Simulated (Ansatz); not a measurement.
**C₃H₆FN: basis-set convergence**

Aim: see how fast density functionals converge with the basis set for C₃H₆FN.

Method: one geometry, several basis sets; program: Ansatz 0.2.0, Gaussian basis.

Plan: PBE0-D4/def2-SVP; ωB97M-V/def2-SVP; PBE0-D4/def2-QZVPP; ωB97M-V/def2-QZVPP; the functionals' def2-TZVPP values are taken from earlier runs.

### 1 The relaxed structure

An earlier PBE0-D4 in a triple-zeta def2 set relaxation fixed the geometry.

SMILES `C/C=C(\N)F`, 11 atoms, charge 0, spin multiplicity 1.

Atoms are counted from 1 here; the program's logs count them from 0.

Bond lengths: C1–C2 1.491 Å, C1–H6 1.093 Å, C1–H7 1.094 Å, C1–H8 1.096 Å, C2–C3 1.328 Å, C2–H9 1.083 Å, C3–N4 1.376 Å, C3–F5 1.342 Å, N4–H10 1.010 Å, N4–H11 1.007 Å. Angles: C2–C1–H6 110.8°, C2–C1–H7 112.4°, C2–C1–H8 112.4°, H6–C1–H7 106.7°, H6–C1–H8 106.9°, H7–C1–H8 107.2°, C1–C2–C3 124.6°, C1–C2–H9 119.0°, C3–C2–H9 116.3°, C2–C3–N4 129.9°, C2–C3–F5 120.0°, N4–C3–F5 110.0°, C3–N4–H10 113.7°, C3–N4–H11 114.1°, H10–N4–H11 112.5°.

### 2 PBE0-D4 in def2-SVP

Input file in.yaml:

```yaml
crystal:
  periodic: [false, false, false]
  atoms:
    - {symbol: C, position_ang: [-1.296402, -0.540973, 0.422312]}
    - {symbol: C, position_ang: [-0.270613, 0.517184, 0.651389]}
    - {symbol: C, position_ang: [0.885160, 0.600652, 0.002590]}
    - {symbol: N, position_ang: [1.451255, -0.262863, -0.907688]}
    - {symbol: F, position_ang: [1.724565, 1.616622, 0.254203]}
    - {symbol: H, position_ang: [-2.303933, -0.118128, 0.448469]}
    - {symbol: H, position_ang: [-1.184268, -1.026501, -0.551709]}
    - {symbol: H, position_ang: [-1.261017, -1.329213, 1.182553]}
    - {symbol: H, position_ang: [-0.446311, 1.262664, 1.416723]}
    - {symbol: H, position_ang: [1.941259, 0.202206, -1.658128]}
    - {symbol: H, position_ang: [0.825806, -0.978751, -1.240216]}
basis:
  gaussian: {orbitals: def2-SVP}
hamiltonian: {xc: pbe0, dispersion: d4}
output: {orbitals: {seedname: orbitals}}
```

Command:

```sh
ansatz run in.yaml --threads 4 --pin off --events-out ev --progress --plain --max-ram 10444MiB
```

The runs that follow: ωB97M-V in def2-SVP; PBE0-D4 in def2-QZVPP; ωB97M-V in def2-QZVPP.

**Question.** What will the summary of the whole plan be? Wanted: PBE0-D4: double and triple zeta above quadruple; ωB97M-V: double and triple zeta above quadruple.

As calculated:

| quantity | value |
| --- | --- |
| PBE0-D4: double and triple zeta above quadruple | 8.99, 0.41 eV |
| ωB97M-V: double and triple zeta above quadruple | 9.29, 0.39 eV |

In words: For PBE0-D4 the step from double to triple zeta gains 8.58 eV and the next only 0.41 eV. Total energies overstate the basis error of differences, where much of it tends to cancel. The LUMO of ωB97M-V is positive and keeps falling with the basis (3.21 to 1.61 eV): an unbound level that the basis holds in place.
